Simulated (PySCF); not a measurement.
Job for PySCF: D3(BJ) and D4 dispersion corrections on C6H9N (a complex).

```python
from pyscf import gto
from pyscf.dispersion import dftd3, dftd4

mol = gto.M(
    atom='''
    C    -0.73928100    0.51587850   -1.20710790
    C    -1.42614420    0.39654550    0.00000000
    C    -0.73928100    0.51587850    1.20710790
    C     0.63422690    0.75463980    1.20707350
    C     1.32104340    0.87375660    0.00000000
    C     0.63422690    0.75463980   -1.20707350
    H    -1.27194950    0.42063160   -2.14328940
    H    -2.49022050    0.20523810    0.00000000
    H    -1.27194950    0.42063160    2.14328940
    H     1.16680050    0.84748850    2.14369500
    H     2.38635850    1.05963120    0.00000000
    H     1.16680050    0.84748850   -2.14369500
    N     0.18039300   -2.94912310    0.00000000
    H     0.75954950   -3.14594770   -0.80607290
    H     0.75954950   -3.14594770    0.80607290
    H     0.04441670   -1.94493990    0.00000000
    ''',
    basis='def2-svp',
    charge=0, spin=0, verbose=0, max_memory=1800)
d3, d4 = {}, {}
for xc in ['hf', 'pbe', 'blyp', 'revpbe', 'tpss', 'r2scan', 'b3lyp', 'pbe0', 'bhlyp', 'camb3lyp', 'b2plyp']:
    d3[xc] = float(dftd3.DFTD3Dispersion(mol, xc=xc, version='d3bj', atm=False).get_dispersion()['energy'])
    print(f'D3(BJ) {xc:10s} {d3[xc]:14.8f} Eh')
for xc in ['hf', 'pbe', 'blyp', 'revpbe', 'tpss', 'r2scan', 'b3lyp', 'pbe0', 'bhlyp', 'camb3lyp', 'b2plyp']:
    d4[xc] = float(dftd4.DFTD4Dispersion(mol, xc={'camb3lyp': 'cam-b3lyp'}.get(xc, xc), atm=True).get_dispersion()['energy'])
    print(f'D4     {xc:10s} {d4[xc]:14.8f} Eh')
```

It printed:

```
D3(BJ) hf            -0.10393723 Eh
D3(BJ) pbe           -0.01410932 Eh
D3(BJ) blyp          -0.02899285 Eh
D3(BJ) revpbe        -0.03507670 Eh
D3(BJ) tpss          -0.01765566 Eh
D3(BJ) r2scan        -0.00430651 Eh
D3(BJ) b3lyp         -0.02368274 Eh
D3(BJ) pbe0          -0.01225208 Eh
D3(BJ) bhlyp         -0.01820398 Eh
D3(BJ) camb3lyp      -0.01101474 Eh
D3(BJ) b2plyp        -0.01089900 Eh
D4     hf            -0.04755375 Eh
D4     pbe           -0.01345838 Eh
D4     blyp          -0.02925818 Eh
D4     revpbe        -0.04294826 Eh
D4     tpss          -0.01810851 Eh
D4     r2scan        -0.00372408 Eh
D4     b3lyp         -0.02123091 Eh
D4     pbe0          -0.01147963 Eh
D4     bhlyp         -0.01516757 Eh
D4     camb3lyp      -0.01157223 Eh
D4     b2plyp        -0.00948549 Eh
```

The run finished.

Cost: roughly 0.05 core-seconds.
